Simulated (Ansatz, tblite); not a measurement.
Removing and adding an electron: the cluster SiC₂ (the lowest singlet isomer of a short search). The state is a singlet with charge 0. Geometry: PBE-D4/def2-TZVP. Ansatz, gas phase; energy differences of separate SCF runs; the oxidised species was run as a doublet alone; the reduced species was run as a doublet alone.

```csv
atom,x (Å),y (Å),z (Å)
Si1,-0.324,-1.051,0.366
C2,0.660,0.267,-0.484
C3,-0.336,0.784,0.119
```

The xTB rows come from tblite. Correlated methods freeze 7 core orbitals. In CCSD on the charge 1 doublet the largest single amplitude is 0.28, so its Hartree–Fock determinant may place the open shell otherwise than the density functionals do. The structure comes from a short search, and lower isomers may exist.

```json
{"level": "GFN1-xTB", "−HOMO (eV)": "8.89", "vertical IE (eV)": "12.97", "−LUMO (eV)": "7.76", "vertical EA (eV)": "–", "HOMO–LUMO gap (eV)": "1.13", "IE − EA (eV)": "–", "remarks": "–"}
{"level": "GFN2-xTB", "−HOMO (eV)": "8.29", "vertical IE (eV)": "13.42", "−LUMO (eV)": "7.73", "vertical EA (eV)": "3.21", "HOMO–LUMO gap (eV)": "0.56", "IE − EA (eV)": "10.20", "remarks": "–"}
{"level": "PBE-D4/def2-TZVP", "−HOMO (eV)": "6.22", "vertical IE (eV)": "9.68", "−LUMO (eV)": "4.24", "vertical EA (eV)": "–", "HOMO–LUMO gap (eV)": "1.98", "IE − EA (eV)": "–", "remarks": "–"}
{"level": "PBE-D4/def2-TZVPD", "−HOMO (eV)": "6.26", "vertical IE (eV)": "–", "−LUMO (eV)": "4.27", "vertical EA (eV)": "1.33", "HOMO–LUMO gap (eV)": "1.99", "IE − EA (eV)": "–", "remarks": "HOMO above zero (-1 doublet)"}
{"level": "r2SCAN-D4/def2-TZVP", "−HOMO (eV)": "6.50", "vertical IE (eV)": "9.70", "−LUMO (eV)": "4.20", "vertical EA (eV)": "–", "HOMO–LUMO gap (eV)": "2.30", "IE − EA (eV)": "–", "remarks": "–"}
{"level": "r2SCAN-D4/def2-TZVPD", "−HOMO (eV)": "6.52", "vertical IE (eV)": "–", "−LUMO (eV)": "4.21", "vertical EA (eV)": "1.45", "HOMO–LUMO gap (eV)": "2.30", "IE − EA (eV)": "–", "remarks": "HOMO above zero (-1 doublet)"}
{"level": "PBE0-D4/def2-TZVP", "−HOMO (eV)": "7.53", "vertical IE (eV)": "9.82", "−LUMO (eV)": "3.39", "vertical EA (eV)": "–", "HOMO–LUMO gap (eV)": "4.15", "IE − EA (eV)": "–", "remarks": "–"}
{"level": "PBE0-D4/def2-TZVPD", "−HOMO (eV)": "7.56", "vertical IE (eV)": "–", "−LUMO (eV)": "3.41", "vertical EA (eV)": "1.38", "HOMO–LUMO gap (eV)": "4.15", "IE − EA (eV)": "–", "remarks": "HOMO above zero (-1 doublet)"}
{"level": "MP2/def2-TZVPD", "−HOMO (eV)": "–", "vertical IE (eV)": "–", "−LUMO (eV)": "–", "vertical EA (eV)": "1.08", "HOMO–LUMO gap (eV)": "–", "IE − EA (eV)": "–", "remarks": "restricted SCF unstable (singlet)"}
{"level": "CCSD/def2-TZVPD", "−HOMO (eV)": "–", "vertical IE (eV)": "–", "−LUMO (eV)": "–", "vertical EA (eV)": "1.07", "HOMO–LUMO gap (eV)": "–", "IE − EA (eV)": "–", "remarks": "large T1 (0.021) (singlet), restricted SCF unstable (singlet)"}
{"level": "CCSD/def2-TZVPP", "−HOMO (eV)": "–", "vertical IE (eV)": "9.74", "−LUMO (eV)": "–", "vertical EA (eV)": "–", "HOMO–LUMO gap (eV)": "–", "IE − EA (eV)": "–", "remarks": "large T1 (0.021) (singlet), large T1 (0.077) (+1 doublet), restricted SCF unstable (singlet), spin-contaminated (⟨S²⟩ 0.93) (+1 doublet)"}
{"level": "CCSD(T)/def2-TZVPD", "−HOMO (eV)": "–", "vertical IE (eV)": "–", "−LUMO (eV)": "–", "vertical EA (eV)": "1.09", "HOMO–LUMO gap (eV)": "–", "IE − EA (eV)": "–", "remarks": "large T1 (0.021) (singlet), restricted SCF unstable (singlet)"}
{"level": "CCSD(T)/def2-TZVPP", "−HOMO (eV)": "–", "vertical IE (eV)": "9.75", "−LUMO (eV)": "–", "vertical EA (eV)": "–", "HOMO–LUMO gap (eV)": "–", "IE − EA (eV)": "–", "remarks": "large T1 (0.021) (singlet), large T1 (0.077) (+1 doublet), restricted SCF unstable (singlet), spin-contaminated (⟨S²⟩ 0.93) (+1 doublet)"}
```

Run but left out: HF/def2-TZVPP, HF/def2-TZVPD (singlet: restricted singlet, unstable towards broken spin symmetry); MP2/def2-TZVPP (charge +1 doublet: ⟨S²⟩ 0.93, where a pure state has 0.75).   A HOMO above zero means that the electron is unbound at that level or that self-interaction error raises the level; the energy of removing that electron tells which. Raw xTB energy differences between charge states are shifted by several eV; the methods need an empirical correction for them.
